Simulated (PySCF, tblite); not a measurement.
# CH₄BrO−, a complex of two parts: NMR shifts, interaction energy, infrared bands, spin-spin couplings and core binding energies

An exercise on one series of results from a longer session: the logs are not shown, and one member is left open.

Programs: tblite 0.8.0 and PySCF 2.14.0. All values are calculated, for the isolated system unless a continuum is named. Atoms count from 0, parts from 1.

## Starting point

7 atoms, charge -1, multiplicity 1; geometry: rigid parts in contact. Parts: 1 = atoms 0–5, `CO`, charge 0; 2 = atom 6, `[Br-]`, charge -1.

Set-up of the first run:

Job settings and geometry (Å):

```
{"job": {"kind": "dock", "xc": "GFN2-xTB", "basis": "xTB"}, "charge": -1, "multiplicity": 1, "parts": [{"atoms": "0-5", "charge": 0, "multiplicity": 1}, {"atoms": "6-6", "charge": -1, "multiplicity": 1}]}
C     -0.359629     0.032410     0.037084
O      0.952584    -0.324572     0.395452
H     -0.460123     1.113516    -0.107977
H     -0.685041    -0.481065    -0.874250
H     -1.000318    -0.273643     0.861975
H      1.552527    -0.066647    -0.312285
Br     3.391401     0.325438    -1.429165
```

Level: GFN2-xTB search for minima from random contacts, gas phase.

Started as:

```console
> OMP_NUM_THREADS=1 python cluster_run.py task.json out
```

One launch serves the whole session: the jobs run in the order shown.

Steps of the session up to this table: Docking the parts with GFN2-xTB; Geometry optimisation at PBE0-D3(BJ)/def2-TZVPD; NMR shieldings: PBE0/aug-pcSseg-2; Coupled-cluster interaction energy: CCSD(T) and MP2.

One of the session's tables, all rows but one given; the rest of the session is left out.

It belongs to the step «Coupled-cluster interaction energy: CCSD(T) and MP2». 

| method | interaction energy (kcal/mol) |
| --- | --- |
| HF/aug-cc-pVDZ | -10.21 |
| MP2/aug-cc-pVDZ | -13.56 |
| CCSD/aug-cc-pVDZ | -12.66 |
| CCSD(T)/aug-cc-pVDZ | -13.17 |
| HF/aug-cc-pVQZ | -10.39 |
| MP2/aug-cc-pVQZ | -14.98 |
| SCS-MP2/aug-cc-pVQZ | -13.77 |
| MP2, extrapolated | -15.22 |
| CCSD(T), limit estimate | ? |

Q: Estimate the row for CCSD(T), limit estimate from the others.

**Answer.** interaction energy (kcal/mol): -14.82. In the column «interaction energy (kcal/mol)» it lies between MP2/aug-cc-pVQZ (-14.98) and SCS-MP2/aug-cc-pVQZ (-13.77).

Limits of these values: The interaction energy leaves out the deformation of the parts, 0.81 kcal/mol (MP2); added to the CCSD(T) estimate it gives a binding of about -14.02 kcal/mol.
